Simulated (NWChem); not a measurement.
# CH3O cation; SMILES [OH+]=C

```xyz
5

C     -0.0085     0.6221     0.0000
O     -0.1175    -0.6266     0.0000
H     -0.9634     1.1894     0.0000
H      0.9811     1.1312     0.0000
H      0.7396    -1.1363     0.0000
```
Atoms are numbered in this order, from 1.

Geometry: optimised at PBE-D3(BJ)/def2-SVP.

 Unshifted, non-relativistic core excitations; the lowest 4 roots alone, so stronger bands may lie above.

Problem. List the first O K-edge excitations from PBE0/cc-pVTZ, restricted-window TDA (NWChem).

Solution. 
```tsv
state	energy (eV)	dipole oscillator strength	leading excitation (squared amplitude)
S1	520.3	0.0294	1s of atom 2 or its equivalents → LUMO (1.00)
S2	525.4	0.0167	1s of atom 2 or its equivalents → LUMO+1 (0.97)
S3	527.9	0.0031	1s of atom 2 or its equivalents → LUMO+2 (0.97)
S4	528.8	0.0090	1s of atom 2 or its equivalents → LUMO+3 (0.90)
```
